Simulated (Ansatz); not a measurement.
A structure relaxed at PBE-D4/def2-TZVPD in Ansatz, charge -1, doublet:

```xyz
4

S     0.455   -0.787   -0.576
S    -0.456    0.785    0.577
S    -2.086    1.407   -0.386
S     2.087   -1.406    0.385
```

Task: Give its formula and point group.

Result: the cluster S4⁻. Point group C2h (tolerance 0.1 Å).

Task: Summarise the bond lengths by kind (pairs closer than 1.2 times the sum of covalent radii, bridged metal pairs left out).

Result: 3 × S–S 1.99 to 2.15 Å.

The relaxation made no stability test and no search for a lower SCF solution. Another isomer (doublet) lies 0.03 eV lower at PBE-D4/def2-TZVPD; other spin states weren't run for this one.
